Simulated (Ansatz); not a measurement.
# BH₇OSi: small, medium and large basis sets

How large a basis does BH₇OSi need? Two functionals are run in growing sets.

Program: Ansatz 0.2.0, Gaussian basis. Level of theory: one geometry, several basis sets. These are calculated values, not measurements.

Levels to be run: PBE0-D4/def2-SVP; ωB97M-V/def2-SVP; PBE0-D4/def2-QZVPP; ωB97M-V/def2-QZVPP; the functionals' def2-TZVPP values are taken from earlier runs.

### 1 Structure used throughout

An earlier PBE0-D4 in a triple-zeta def2 set relaxation fixed the geometry.

SMILES `[BH3-][OH+][SiH3]`, 10 atoms, charge 0, spin multiplicity 1.

Atoms are counted from 1 here; the program's logs count them from 0.

Bond lengths: B1–O2 1.654 Å, B1–H4 1.208 Å, B1–H5 1.203 Å, B1–H6 1.218 Å, O2–Si3 1.699 Å, O2–H7 0.960 Å, Si3–H8 1.476 Å, Si3–H9 1.473 Å, Si3–H10 1.486 Å. Angles: O2–B1–H4 104.8°, O2–B1–H5 105.5°, O2–B1–H6 100.1°, H4–B1–H5 116.3°, H4–B1–H6 113.5°, H5–B1–H6 114.3°, B1–O2–Si3 110.3°, B1–O2–H7 114.0°, Si3–O2–H7 119.7°, O2–Si3–H8 110.6°, O2–Si3–H9 106.9°, O2–Si3–H10 104.0°, H8–Si3–H9 113.4°, H8–Si3–H10 110.3°, H9–Si3–H10 111.2°.

### 2 PBE0-D4 in def2-SVP

The input, in.yaml:

```yaml
crystal:
  periodic: [false, false, false]
  atoms:
    - {symbol: B, position_ang: [-1.052076, 0.637004, -0.702980]}
    - {symbol: O, position_ang: [0.558349, 0.314431, -0.508694]}
    - {symbol: Si, position_ang: [0.810141, -0.603398, 0.898896]}
    - {symbol: H, position_ang: [-1.439894, -0.189409, -1.493539]}
    - {symbol: H, position_ang: [-1.110208, 1.783958, -1.060067]}
    - {symbol: H, position_ang: [-1.447197, 0.444886, 0.432858]}
    - {symbol: H, position_ang: [1.008469, 0.072564, -1.321834]}
    - {symbol: H, position_ang: [-0.076575, -1.783492, 0.914423]}
    - {symbol: H, position_ang: [0.601358, 0.300844, 2.042154]}
    - {symbol: H, position_ang: [2.230834, -1.028487, 0.801584]}
basis:
  gaussian: {orbitals: def2-SVP}
hamiltonian: {xc: pbe0, dispersion: d4}
output: {orbitals: {seedname: orbitals}}
```

Started as:

```console
ansatz run in.yaml --threads 4 --pin off --events-out ev --progress --plain --max-ram 10444MiB
```

The runs that follow: ωB97M-V in def2-SVP; PBE0-D4 in def2-QZVPP; ωB97M-V in def2-QZVPP.

Before running them: what should the planned runs give, taken together? Wanted: PBE0-D4: double and triple zeta above quadruple; ωB97M-V: double and triple zeta above quadruple.

**Answer**, as computed:

| quantity | value |
| --- | --- |
| PBE0-D4: double and triple zeta above quadruple | 6.72, 0.45 eV |
| ωB97M-V: double and triple zeta above quadruple | 6.89, 0.42 eV |

**Reading.** PBE0-D4 gains 6.27 eV from double to triple zeta, then 0.45 eV more. Total energies overstate the basis error of differences, where much of it tends to cancel. The LUMO of ωB97M-V is positive and keeps falling with the basis (1.55 to 0.53 eV): an unbound level that the basis holds in place.
